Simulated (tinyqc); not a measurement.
Extended Hueckel theory, for SiH3, step by step. Computed by tinyqc, a small Python program that keeps every step (integrals from PySCF). Settings: charge = 0, K = 1.5, weighted = 1, multiplicity = 2. Command: `OMP_NUM_THREADS=1 python tinyqc.py 20528 20529 out.jsonl` (the two numbers bound the seeds that draw the settings). One thread of a shared host (Intel(R) Xeon(R) Processor @ 2.60GHz), about 0.01 s of CPU time with the checks.

## Overlaps

Geometry (angstrom):
```
atom          x          y         z
Si     0.000000   0.000000  0.118000
H      1.542000   0.000000  0.000000
H     -0.771000   1.335000  0.000000
H     -0.771000  -1.335000  0.000000
```

Parameters chosen for this run:
```
element  shell  Slater exponent   H_ii (eV)
H           1s         1.300000  -13.600000
Si          3s         1.383000  -17.300000
Si          3p         1.383000   -9.200000
```

Slater orbitals, each expanded in six Gaussians scaled to its exponent.

overlap S:
```
           1Si 3s    1Si 3px    1Si 3py    1Si 3pz      2H 1s      3H 1s      4H 1s
1Si 3s   1.000000   0.000000   0.000000   0.000000   0.391285   0.391403   0.391403
1Si 3px  0.000000   1.000000   0.000000   0.000000   0.499498  -0.249861  -0.249861
1Si 3py  0.000000   0.000000   1.000000   0.000000   0.000000   0.432638  -0.432638
1Si 3pz  0.000000   0.000000   0.000000   1.000000  -0.038224  -0.038241  -0.038241
2H 1s    0.391285   0.499498   0.000000  -0.038224   1.000000   0.031009   0.031009
3H 1s    0.391403  -0.249861   0.432638  -0.038241   0.031009   1.000000   0.031044
4H 1s    0.391403  -0.249861  -0.432638  -0.038241   0.031009   0.031044   1.000000
```

## Wolfsberg-Helmholz matrix

diagonal H_ii (eV): 1Si 3s -17.300000, 1Si 3px -9.200000, 1Si 3py -9.200000, 1Si 3pz -9.200000, 2H 1s -13.600000, 3H 1s -13.600000, 4H 1s -13.600000

K = 1.500000

H_ij = K' S_ij (H_ii + H_jj)/2 for i != j (the diagonal keeps H_ii), with K' = K + D^2 + D^4 (1 - K), D = (H_ii - H_jj)/(H_ii + H_jj), K = 1.5.

H (eV):
```
             1Si 3s    1Si 3px    1Si 3py    1Si 3pz       2H 1s       3H 1s       4H 1s
1Si 3s   -17.300000   0.000000   0.000000   0.000000   -9.154088   -9.156852   -9.156852
1Si 3px    0.000000  -9.200000   0.000000   0.000000   -8.749529    4.376723    4.376723
1Si 3py    0.000000   0.000000  -9.200000   0.000000    0.000000   -7.578373    7.578373
1Si 3pz    0.000000   0.000000   0.000000  -9.200000    0.669549    0.669849    0.669849
2H 1s     -9.154088  -8.749529   0.000000   0.669549  -13.600000   -0.632579   -0.632579
3H 1s     -9.156852   4.376723  -7.578373   0.669849   -0.632579  -13.600000   -0.633302
4H 1s     -9.156852   4.376723   7.578373   0.669849   -0.632579   -0.633302  -13.600000
```

## Orbitals

valence electrons = 7

Solve H C = S C e through S^(-1/2); fill by pairs from the bottom, a degenerate level sharing its electrons equally; each orbital has its largest coefficient positive (the first on a tie).

orbital energies (eV): -18.986068  -14.219321  -14.219131  -9.247038  -0.524853  -0.523981  -0.275999

occupations: 2.000000  2.000000  2.000000  1.000000  0.000000  0.000000  0.000000

coefficients:
```
              MO1        MO2        MO3        MO4        MO5        MO6        MO7
1Si 3s   0.689656   0.000038   0.000000   0.101390   0.025159   0.000000   1.132099
1Si 3px  0.000013   0.315560   0.000000   0.000016   1.236607   0.000000  -0.027851
1Si 3py  0.000000   0.000000   0.315585   0.000000   0.000000   1.236927   0.000000
1Si 3pz  0.003869   0.000003   0.000000   0.991235  -0.003522   0.000000  -0.157345
2H 1s    0.224588   0.641077   0.000000  -0.049168  -0.858326   0.000000  -0.691001
3H 1s    0.224659  -0.320458   0.555139  -0.049146   0.405459  -0.729874  -0.719540
4H 1s    0.224659  -0.320458  -0.555139  -0.049146   0.405459   0.729874  -0.719540
```

sum of one-electron energies = -104.096079 eV

Within a degenerate level the vectors are fixed only up to a rotation; this is one choice.

## Mulliken analysis

P = C n C^T; charge = valence electrons (H 1, Si 4) minus the sum of (P S)_ii on the atom; overlap population = 2 sum P_ij S_ij between two atoms.

charges: 1Si 0.687884, 2H -0.229356, 3H -0.229264, 4H -0.229264

Overlap populations:
```
pair      value
2-1    0.646347
3-1    0.646492
3-2   -0.019073
4-1    0.646492
4-2   -0.019073
4-3   -0.019099
```
